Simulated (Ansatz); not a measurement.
hcp Tl

These are r²SCAN+rVV10 (Ansatz, a quantum-chemistry and plane-wave program, PAW) values and carry that method's errors.

Settings: plane-wave cutoff 560 eV, 18×18×10 k mesh (along the axes of the cell as run), Fermi–Dirac smearing 0.05 eV, scalar-relativistic PAW data made under PBE.

Cell (relaxed at this level):

```cif
data_Tl2
_chemical_formula_sum 'Tl2'
_space_group_name_H-M_alt 'P63/mmc'
_space_group_IT_number 194
_space_group_name_Hall '-P 6c 2c'
_cell_length_a 3.48652
_cell_length_b 3.48652
_cell_length_c 5.52426
_cell_angle_alpha 90.000
_cell_angle_beta 90.000
_cell_angle_gamma 120.000
loop_
_atom_site_label
_atom_site_type_symbol
_atom_site_symmetry_multiplicity
_atom_site_Wyckoff_symbol
_atom_site_fract_x
_atom_site_fract_y
_atom_site_fract_z
_atom_site_occupancy
Tl1 Tl 2 c 0.33333 0.66667 0.25000 1
```

- bulk modulus: 36.0 GPa
- band gap: zero (no gap)
- pressure derivative B′ of the bulk modulus: 5.3

Measured, for comparison: bulk modulus 37.4 GPa (copied from a table, unchecked, extrapolated to 0 K and zero-point effects removed; as tabulated in Lejaeghere et al. (2013), arXiv:1204.2733). Computed (rounded) less measured: bulk modulus not scored (unchecked).

Note: the bulk modulus comes from volumes at which shape and atoms were relaxed.

Spin–orbit coupling is not included; it can shift volumes and moduli of such heavy elements.

The result took around 12 core-minutes (rough).
